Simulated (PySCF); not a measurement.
Method used: core-valence-separated Tamm–Dancoff BHandHLYP/aug-pcX-1 (pcseg-1 on H) in PySCF, non-relativistic, gas phase, PBE0-D3(BJ)/def2-SVP geometry. BHandHLYP without relativity tends to put these K edges a few eV too low, so spacings mean more than positions.

Main lines of an unknown, eV (oscillator strength): C K: 283.1 (0.069), 285.2 (0.009), 285.4 (0.015), 285.5 (0.010), 285.9 (0.024); N K: 396.2 (0.060). Listed: the first five lines at most of each edge with a tenth or more of its strongest line's intensity; roots within 0.03 eV on the same or equivalent atoms are summed. Only the lowest roots were sought, and the top ones are left out.

Problem. Which candidate gives them?
A. `C=C[C@@H](C)NC`
B. `C/C=N/CCC`
C. `C=CN(C)CC`

Solution. B. 

- `C/C=N/CCC`: C K: 283.1 (0.069), 285.2 (0.009), 285.4 (0.015), 285.5 (0.010), 285.9 (0.024); N K: 396.2 (0.060). First C line listed at 283.1 eV, hole on the imine carbon (1s→π*); first N line listed at 396.2 eV, hole on the imine nitrogen.
- `C=CN(C)CC`: C K: 283.2 (0.051), 284.0 (0.071), 285.1 (0.008), 285.3 (0.010), 285.5 (0.018); N K: 400.5 (0.018), 401.7 (0.004), 402.0 (0.002), 402.2 (0.009), 402.3 (0.003). First C line listed at 283.2 eV, hole on the terminal =CH2 carbon (1s→π*); first N line listed at 400.5 eV, hole on the enamine nitrogen.
- `C=C[C@@H](C)NC`: C K: 282.5 (0.062), 282.6 (0.060), 285.3 (0.012), 285.6 (0.009), 285.9 (0.013); N K: 399.5 (0.019), 400.6 (0.007), 401.0 (0.005), 401.1 (0.002), 401.3 (0.004). First C line listed at 282.5 eV, hole on the alkene CH carbon (1s→π*); first N line listed at 399.5 eV, hole on the secondary amine nitrogen.

One conformer each; other structures than these candidates weren't tested.

Shape of the structure used: `[CH3:1]/[CH:2]=[N:3]/[CH2:4][CH2:5][CH3:6]`: C2–N3–C4–C5 -122°, N3–C4–C5–C6 66°.
